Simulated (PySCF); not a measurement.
**AlH (SMILES [AlH]) at B3LYP/aug-cc-pVDZ**

Aim: the vertical singlet–triplet gap of AlH at B3LYP/aug-cc-pVDZ, from 2 runs. The job is set up through a Python script.

Program for the calculation: PySCF 2.14.0.

5 further runs of the same task are left out: 5 set aside as unsound or not needed.

## Step 1: The structure to begin with

AlH has 2 atoms, charge 0, and is taken as a singlet. SMILES: `[AlH]`. The shape comes from GFN2-xTB, which is rough for such elements, and wasn't checked as a minimum.

Bond lengths: Al1–H2 1.613 Å.

## Step 2: The energy at B3LYP/aug-cc-pVDZ

Input file job.py:

```python
from pyscf import gto, dft

mol = gto.M(
    atom=[
    ('Al', (0.000000, 0.000000, 0.000000)),
    ('H', (0.000000, 0.000000, 1.613470)),
],
    spin=0,
    basis='aug-cc-pvdz',
    verbose=4,
    max_memory=1860,
)

mf = dft.RKS(mol)
mf.xc = 'b3lyp'
mf.grids.level = 5
mf.conv_tol = 1e-10
mf.kernel()
if not mf.converged:
    mf = mf.newton().run(mf.mo_coeff, mf.mo_occ)

e_tot = mf.e_tot
print('Final energy', e_tot)
```

Launch:

```bash
$ OMP_NUM_THREADS=1 python job.py
```

Log:

```text
PySCF version 2.14.0

[INPUT] num. atoms = 2
[INPUT] num. electrons = 14
[INPUT] charge = 0
[INPUT] spin (= nelec alpha-beta = 2S) = 0
[INPUT] symmetry False subgroup None
[INPUT] Mole.unit = angstrom
[INPUT] Symbol           X                Y                Z      unit          X                Y                Z       unit  Magmom
[INPUT]  1 Al     0.000000000000   0.000000000000   0.000000000000 AA    0.000000000000   0.000000000000   0.000000000000 Bohr   0.0
[INPUT]  2 H      0.000000000000   0.000000000000   1.613470000000 AA    0.000000000000   0.000000000000   3.049016410202 Bohr   0.0

nuclear repulsion = 4.26367006635388
number of shells = 13
number of NR pGTOs = 61
number of NR cGTOs = 36
basis = aug-cc-pvdz
ecp = {}

******** <class 'pyscf.dft.rks.RKS'> ********
method = RKS
initial guess = minao
damping factor = 0
level_shift factor = 0
DIIS = <class 'pyscf.scf.diis.CDIIS'>
diis_start_cycle = 1
diis_space = 8
diis_damp = 0
SCF conv_tol = 1e-10
SCF conv_tol_grad = None
SCF max_cycles = 50
direct_scf = True
direct_scf_tol = 1e-13
XC library pyscf.dft.libxc version 7.0.0
    S. Lehtola, C. Steigemann, M. J.T. Oliveira, and M. A.L. Marques.,  SoftwareX 7, 1–5 (2018)
XC functionals = b3lyp
    P. J. Stephens, F. J. Devlin, C. F. Chabalowski, and M. J. Frisch.,  J. Phys. Chem. 98, 11623 (1994)
radial grids:
    Treutler-Ahlrichs [JCP 102, 346 (1995); DOI:10.1063/1.469408] (M4) radial grids

becke partition: Becke, JCP 88, 2547 (1988); DOI:10.1063/1.454033
pruning grids: <function nwchem_prune>
grids dens level: 5
symmetrized grids: False
atomic radii adjust function: <function treutler_atomic_radii_adjust>
small_rho_cutoff = 0
Set gradient conv threshold to 1e-05
Initial guess from minao.
tot grids = 66592
init E= -242.882300949976
  HOMO = -0.199274291375714  LUMO = -0.0782626590342295  gap/eV = 3.29289
cycle= 1 E= -242.989365465109  delta_E= -0.107  |g|= 0.13  |ddm|= 0.823
  HOMO = -0.201840829627165  LUMO = -0.0771304204802102  gap/eV = 3.39354
cycle= 2 E= -242.995358815871  delta_E= -0.00599  |g|= 0.063  |ddm|= 0.459
  HOMO = -0.206677824082817  LUMO = -0.0730844829914639  gap/eV = 3.63526
cycle= 3 E= -242.997734619608  delta_E= -0.00238  |g|= 0.00477  |ddm|= 0.13
  HOMO = -0.20758976260195  LUMO = -0.0733642475855963  gap/eV = 3.65246
cycle= 4 E= -242.997751099829  delta_E= -1.65e-05  |g|= 0.000386  |ddm|= 0.0172
  HOMO = -0.207579274460915  LUMO = -0.0733902913165292  gap/eV = 3.65147
cycle= 5 E= -242.997751215378  delta_E= -1.16e-07  |g|= 3.95e-05  |ddm|= 0.00192
  HOMO = -0.207553972038117  LUMO = -0.073372296992701  gap/eV = 3.65127
cycle= 6 E= -242.997751216224  delta_E= -8.45e-10  |g|= 4.68e-06  |ddm|= 0.000133
  HOMO = -0.2075553714868  LUMO = -0.0733737313922133  gap/eV = 3.65127
cycle= 7 E= -242.997751216237  delta_E= -1.37e-11  |g|= 3.16e-07  |ddm|= 2.82e-05
  HOMO = -0.207555459259102  LUMO = -0.0733738030188323  gap/eV = 3.65127
Extra cycle  E= -242.997751216238  delta_E= -4.26e-13  |g|= 1.24e-07  |ddm|= 1.2e-06
converged SCF energy = -242.997751216238
Final energy -242.99775121623767
```

It took 1.7 s on 1 thread of Arm Neoverse V1, shared host; peak memory 0.21 GiB.

## Step 3: The triplet, same level

Input file job.py:

```python
from pyscf import gto, dft

mol = gto.Mole()
mol.atom = '''
Al   0.000000   0.000000   0.000000
H    0.000000   0.000000   1.613470
'''
mol.max_memory = 1860
mol.verbose = 3
mol.spin = 2
mol.basis = 'aug-cc-pvdz'
mol.build()

mf = dft.UKS(mol, xc='b3lyp')
mf.grids.level = 5
mf.conv_tol = 1e-10
mf.kernel()
if not mf.converged:
    mf = mf.newton().run(mf.mo_coeff, mf.mo_occ)

etot = mf.e_tot
print('E(%s) = %.9f' % ('B3LYP', etot))
```

Launch:

```bash
$ OMP_NUM_THREADS=1 python job.py
```

Log:

```text
WARN: HOMO -0.0782626590342299 >= LUMO -0.199274291375714

WARN: HOMO -0.162733103775659 >= LUMO -0.172189245083497

WARN: HOMO -0.147514996169934 >= LUMO -0.154242470617166

WARN: HOMO -0.144954425621113 >= LUMO -0.146228952852778

WARN: HOMO -0.145817893581325 >= LUMO -0.146444157920848

WARN: HOMO -0.145945121271876 >= LUMO -0.146523249320699

WARN: HOMO -0.145944081963264 >= LUMO -0.146467625619028

WARN: HOMO -0.145946579849237 >= LUMO -0.146468074322991

WARN: HOMO -0.145946494386174 >= LUMO -0.146467977428951

WARN: HOMO -0.145946485368524 >= LUMO -0.146467848621685

converged SCF energy = -242.929548064799  <S^2> = 2.0038568  2S+1 = 3.0025701
E(B3LYP) = -242.929548065
```

Run time: 2.9 s. Hardware: 1 thread of Arm Neoverse V1, shared host; peak memory 0.22 GiB.

## Step 4: Results

At B3LYP/aug-cc-pVDZ:

```
                                        quantity          value
                           singlet: total energy  -242.99775 Eh
                          singlet: dipole moment         0.00 D
                            singlet: HOMO energy       -5.65 eV
                            singlet: LUMO energy       -2.00 eV
                          singlet: HOMO–LUMO gap        3.65 eV
                           triplet: total energy  -242.92955 Eh
                          triplet: dipole moment         0.55 D
     triplet: HOMO energy (highest over α and β)       -3.97 eV
                                   triplet: ⟨S²⟩          2.004
vertical energy of the triplet above the singlet       1.856 eV
```

**Reading.** At this shape the triplet lies 1.86 eV (43 kcal/mol) above the singlet.
